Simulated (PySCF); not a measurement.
Work out the structure from these simulated measurements.

Elements present: C, H and N. Monoisotopic mass: 77.0265 u.

| Property | Result |
| --- | --- |
| UV, first state | lowest singlet excitation: 4.51 eV (275 nm, f = 0.000) [TDDFT PBE0/def2-SVPD] |
| 1H NMR | chemical shifts (computed TMS as zero) by class: 6.42 (1 H), 6.22 (1 H), 6.14 (1 H) ppm [GIAO PBE/pcSseg-2] |
| UV, strongest line | among the 10 lowest singlet transitions: S4 at 6.61 eV (188 nm, f = 0.843) [TDDFT PBE0/def2-SVPD] |
| Polarisability | 73.4 au [PBE0/def2-SVPD] |
| Rotational structure | rotational constants A, B, C: 40.128, 1.369, 1.324 GHz [PBE0-D3(BJ)/def2-SVP] |
| 13C NMR | chemical shifts (computed TMS as zero) by class: 148.7 (1 C), 123.9 (1 C), 110.2 (1 C), 84.0 (1 C), 74.1 (1 C) ppm [GIAO PBE/pcSseg-2] |

The electronic properties come from PySCF, for the isolated species, density fitting. Levels stand in brackets. Geometry: PBE0-D3(BJ)/def2-SVP; no solvent, vibrations or thermal averaging. NMR values are class means; diastereotopic atoms form classes of their own.

**Question.** Which formula fits the mass and the elements?

**Answer.** C5H3N (calculated 77.0265). No other formula that holds each of these elements comes within 0.0003 u with a fitting electron parity and a possible valence count.

**Question.** What is the compound? Reason from the data.

**Answer.** Numbering: `[CH2:1]=[CH:2][C:3]#[C:4][C:5]#[N:6]`. Its formula, C5H3N, gives 5 degrees of unsaturation: 0 rings and 5 π bonds in the structure found. 5 carbons fall into 5 classes; from least to most shielded: terminal =CH2 carbon [C1] (148.7 ppm), alkene CH carbon [C2] (123.9 ppm), nitrile carbon [C5] (110.2 ppm), alkyne carbon [C3] (84.0 ppm), alkyne carbon [C4] (74.1 ppm). Hydrogen classes from least to most shielded: 1 H on a terminal =CH2 carbon, C1 (6.42 ppm), 1 H on a terminal =CH2 carbon, C1 (6.22 ppm), 1 H on an alkene CH carbon, C2 (6.14 ppm). S1 is mainly HOMO−1→LUMO (weight 0.88); the largest Löwdin shares of the orbital it empties are 0.28 on an alkyne carbon, 0.27 on an alkyne carbon, 0.22 on the nitrile nitrogen and 0.14 on the nitrile carbon, of the orbital it fills 0.26 on the terminal =CH2 carbon, 0.16 on the alkene CH carbon, 0.15 on an alkyne carbon and 0.14 on an alkyne carbon. The optimised geometry has point group Cs and is an asymmetric top. Structure: vinylcyanoacetylene (`C=CC#CC#N`). Computed isomers that give other values at the same levels: `[H]/N=C\C#CC#C` (rotational constant A: 44.039 GHz; this holds for the one conformer computed); `C#CC(=C)C#N` (rotational constant A: 6.326 GHz; this holds for the one conformer computed); `C=C=C=CC#N` (rotational constant A: 19.246 GHz; this holds for the one conformer computed). The assignments are read from this structure; whether some other isomer fits the data as well wasn't checked.
